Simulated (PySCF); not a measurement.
Gas-phase reaction: C4H10 (isobutane) ⇌ C3H6 (cyclic) + CH4

Energies from PySCF, thermal terms from the rigid-rotor harmonic-oscillator model, ideal gas at 1 bar. 'Table' is the NASA 1993 thermochemical table (part measured, part estimated). † marks an energy on the PBE0/def2-TZVP geometry and frequencies; other levels use their own. 6-31G* has spherical d functions here. All species are closed-shell singlets. B3LYP is the form with VWN-RPA correlation.

Levels: a) B3LYP/6-31G*; b) HF/def2-TZVP†; c) BLYP/def2-TZVP†.

### Question
Order the levels by the distance of their ΔH°(298 K) from the table for this reaction, closest first.

### Answer
a (-5 kJ), b (-15 kJ), c (-27 kJ)

The table gives 114 kJ. The order holds for this reaction alone, and for the 1993 entries, some of which have been revised since.
